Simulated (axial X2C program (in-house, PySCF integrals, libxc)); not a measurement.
**HCl⁺: bond constants with and without spin–orbit coupling**

All values were computed with an in-house relativistic program for diatomic molecules. Spin-free means the one-electron spin-free X2C Hamiltonian; two-component (2c) means X2C with spin–orbit coupling and atomic mean-field two-electron Coulomb and Gaunt terms, so the difference of the two also holds small scalar two-electron terms. Basis: Cl dyall-av3z [9s8p3d2f], H dyall-v3z [6s2p1d] (cores contracted in-house); Gaussian nuclei, density fitting, unrestricted open shells. Masses: Cl 34.969 u, H 1.008 u.

State, spin-free: M_S = 1/2, Λ = 1 (beyond evenly filled blocks: π+α, π+β, π-α); electrons by block: σα: 5, σβ: 5, π+α: 2, π+β: 2, π-α: 2, π-β: 1. Fragments: Cl+ + H.

State, 2c: Ω = 3/2 (⟨Sz⟩ = 0.50, ⟨Lz⟩ = 1.00 at PBE0); electrons by block: 1/2: 7, -1/2: 7, 3/2: 2, -3/2: 1. Fragments: Cl+ + H.

| Hamiltonian | level | Re (Å) | ωe (cm⁻¹) | ωexe (cm⁻¹) | Be (cm⁻¹) | De (eV) | D0 (eV) | μ (D) |
| --- | --- | --- | --- | --- | --- | --- | --- | --- |
| spin-free | PBE0 | 1.324 | 2654.6 | 52.7 | 9.818 | 4.70 | 4.53 | 1.74 |
| spin-free | HF | 1.305 | 2813.6 | 52 | 10.11 | 3.40 | 3.23 | 1.75 |
| spin-free | MP2 | 1.314 | 2723.9 | 54.2 | 9.959 | 4.57 | 4.41 | n/a |
| spin-free | CCSD | 1.317 | 2702.9 | 54.3 | 9.926 | 4.61 | 4.44 | n/a |
| spin-free | CCSD(T) | 1.319 | 2682.2 | 55 | 9.891 | 4.66 | 4.50 | n/a |
| spin-free | B97-3 | 1.324 | 2647.0 | 50 | 9.821 | 4.83 | 4.66 | 1.73 |
| 2c | PBE0 | 1.324 | 2654.2 | 52.7 | 9.816 | 4.73 | 4.57 | 1.74 |
| 2c | HF | 1.305 | 2813.4 | 52 | 10.11 | 3.43 | 3.26 | 1.75 |
| 2c | MP2 | 1.315 | 2723.6 | 54.1 | 9.958 | 4.57 | 4.40 | n/a |
| 2c | CCSD | 1.317 | 2702.6 | 54.3 | 9.924 | 4.61 | 4.45 | n/a |
| 2c | CCSD(T) | 1.319 | 2681.9 | 55 | 9.889 | 4.66 | 4.49 | n/a |
| 2c | B97-3 | 1.324 | 2646.6 | 49.9 | 9.82 | 4.85 | 4.69 | 1.73 |

Correlated methods: 7 electrons correlated (number of frozen shells: Cl 2 s, 1 p; H none), 129 virtual spin orbitals or spinors in MP2, 77 natural virtuals in coupled cluster.

Dipoles are positive if H is the positive end and refer to the centre of mass.

The state is one determinant whose occupation by symmetry is held fixed; it was picked as the lowest of a PBE0 search that is not exhaustive. Dissociation energies refer to the lowest single-determinant-based atoms at the same level and basis. Density functionals use the spin component along the axis (collinear). Coupled cluster ran in a truncated set of natural virtual spinors; the MP2 energy of the rest was added. (T) has no such correction and the atoms are truncated less, which lowers De at CCSD(T) by a hundredth of an eV or more. In 2c an atomic determinant is not the ground J level, so De misses part of the atomic spin–orbit lowering. This holds for PBE0. The functionals have no current-density term, which raises determinants with orbital currents, atoms included.

Rough cost a point (2c) on 1 thread(s) of a shared host, integrals apart: PBE0 0.1 s, CCSD(T) 0.7 s, B97-3 0.1 s.
